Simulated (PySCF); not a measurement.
# Computed NMR parameters against published values

Cartesian coordinates in Å; atom numbers follow the order of the lines, from 1:
```xyz
12

C    -2.2681    0.1727    1.1207
C    -1.3070   -0.4203    0.4199
O    -0.1308    0.2297    0.1630
C     0.8117   -0.4075   -0.5802
C     2.0155    0.4649   -0.7527
O     0.6681   -1.5117   -1.0226
H    -2.1478    1.1878    1.5048
H    -3.1969   -0.3621    1.3205
H    -1.3631   -1.4305    0.0071
H     2.3994    0.7724    0.2307
H     2.7853   -0.0776   -1.3117
H     1.7337    1.3822   -1.2906
```

The experiment to reproduce: δ $^{1}$H H9 7.28; H7 4.88; H8 4.56 ppm (measured; solution, not stated per compound (mostly CDCl3 or CCl4); Pretsch, Buehlmann, Badertscher, Structure Determination of Organic Compounds, 4th ed. (2009)). Coupling constants: $^{3}J$(H9,H8) (cis) 6.3 Hz, $^{3}J$(H9,H7) (trans) 14.1 Hz, $^{2}J$(H7,H8) -1.6 Hz.

- structure optimised with PBE0-D3(BJ)/def2-SVP
- PBE0/pcSseg-1 with gauge-including orbitals
- J couplings at B3LYP/pcJ-1 (without the spin–dipole term)
- code: PySCF
- gas phase, a single conformation, no relativistic terms, fast rotation and ring inversion assumed for equivalent nuclei

(1) Set the calculated values beside the experiment.

(2) How far are the unscaled $^{1}$H shifts from the references?

Results:

(1) 
Reference values: measured (solution, not stated per compound (mostly CDCl3 or CCl4); Pretsch, Buehlmann, Badertscher, Structure Determination of Organic Compounds, 4th ed. (2009)).
```csv
atoms,quantity,reference,computed,"computed, scaled"
H9,δ $^{1}$H,7.28,7.68,7.50
H7,δ $^{1}$H,4.88,5.04,4.99
H8,δ $^{1}$H,4.56,4.69,4.66
```

Computed shifts are σ(ref) − σ with the named reference compound (TMS for H and C) calculated as an isolated molecule at the same level. The measured values may be among those fitted. Empirical linear scaling, fitted to shifts measured mostly in CDCl3 for H and C (δ vs TMS): $^{1}$H: δ = 29.91 − 0.950σ (rms 0.21 ppm, 511 shifts, 0.22 ppm with the 3 outliers that the fit left out). Occasional misses reach two or three times the rms, and more in compound classes unlike the fitted ones.

Coupling constants in Hz:
```tsv
coupling	reference	computed	source
$^{3}J$(H9,H8) cis	6.3	7.7	measured; solution (compiled); Pretsch, Buehlmann, Badertscher, Structure Determination of Organic Compounds, 4th ed., Springer 2009
$^{3}J$(H9,H7) trans	14.1	15.6	measured; solution (compiled); Pretsch, Buehlmann, Badertscher, Structure Determination of Organic Compounds, 4th ed., Springer 2009
$^{2}J$(H7,H8)	-1.6	-0.5	measured; solution (compiled); Pretsch, Buehlmann, Badertscher, Structure Determination of Organic Compounds, 4th ed., Springer 2009
```

(2) Mean signed difference +0.23 ppm, mean absolute 0.23 ppm over 3 comparisons; the largest is +0.40 ppm at H9 (hydrogen on an alkene carbon bearing oxygen).

Unscaled 3J(H,H) at this level run about 10 % above measured values.
